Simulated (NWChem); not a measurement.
# SiF₄; SMILES F[Si](F)(F)F

Results from NWChem. Medium grid unless said otherwise, to which SCAN and Minnesota functionals are sensitive. All runs use the structure optimised with PBE0/def2-SVP. B3LYP is NWChem's, with the RPA form of VWN correlation. Total energies of different functionals are on different scales.

```
level                                   energy (Ha)  highest occupied level (eV)  orbital gap (eV)  relative time
--------------------------------------  -----------  ---------------------------  ----------------  -------------
LDA (Slater exchange, VWN5)/def2-TZVPD    -685.6797                       -10.92              9.29              1
PBE/def2-TZVPD                            -688.8123                       -10.66              9.23              1
BLYP/def2-TZVPD                           -689.3157                       -10.60              9.15              1
TPSS/def2-TZVPD                           -689.3742                       -10.78              9.56              1
r2SCAN/def2-TZVPD                         -689.1585                       -11.18             10.41              1
B3LYP/def2-TZVPD                          -689.3589                       -12.50             11.56              1
PBE0/def2-TZVPD                           -688.8370                       -12.82             12.24              1
M06-2X/def2-TZVPD                         -689.1978                       -15.03             14.75              1
CAM-B3LYP/def2-TZVPD                      -689.2690                       -14.41             14.44             10
Hartree-Fock/def2-TZVPD                   -687.1761                       -18.48             19.85              1
```

Relative times are rough (shared machine, one core).
